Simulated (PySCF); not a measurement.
A PySCF script (with the pyscf-properties extension) for the NMR shieldings of SMILES FC(Cl)(Cl)Cl, CCl$_{3}$F, on a GFN2-xTB geometry:

```python
import basis_set_exchange as bse
import numpy as np
from pyscf import gto, dft
from pyscf.prop import nmr

atoms = """
F     0.060305   -0.141039    1.396058
C     0.004642   -0.006315    0.066724
Cl   -0.457934    1.660563   -0.312646
Cl    1.602752   -0.370613   -0.603874
Cl   -1.201142   -1.139743   -0.563447
"""
names = dict.fromkeys(["F", "C", "Cl"], "pcSseg-1")
basis = {el: gto.basis.parse(bse.get_basis(n, elements=[el], fmt="nwchem")) for el, n in names.items()}
mol = gto.M(atom=atoms, basis=basis, charge=0, verbose=0)
mf = dft.RKS(mol, xc="PBE0")
mf.grids.level = 2
mf.grids.alignment = dft.numint.BLKSIZE   # the property module wants whole blocks of grid points
mf.conv_tol = 1e-9
mf.kernel()

calc = nmr.RKS(mf)   # GIAO
C = mf.mo_coeff
Co = C[:, mf.mo_occ > 0]
resp = mf.gen_response(singlet=True, hermi=2)
def vind(x):   # induced exchange potential for any number of trial vectors
    d = np.einsum("pi,xij,qj->xpq", C, 2 * x.reshape(-1, C.shape[1], Co.shape[1]), Co, optimize=True)
    return np.einsum("xpq,pi,qj->xij", resp(d - d.transpose(0, 2, 1)), C, Co, optimize=True).ravel()
mo1, _ = nmr.rhf.solve_mo1(calc, with_cphf=vind)
sigma = calc.kernel(mo1)
for i, s in enumerate(sigma):   # ppm
    print("%2d %-2s %9.2f" % (i, mol.atom_pure_symbol(i), np.trace(s) / 3))
```

Task: What are the results?

Result: 
```
 0 F     170.95
 1 C      38.99
 2 Cl    386.77
 3 Cl    386.59
 4 Cl    386.76
```

These numbers come from an equivalent density-fitted implementation of the same equations, which agrees with the script to about 0.01 ppm for H and up to a few tenths of a ppm for heavy atoms, so last digits may differ.

Size and cost of the density-fitted run: 106 basis functions, roughly 7 core-seconds.
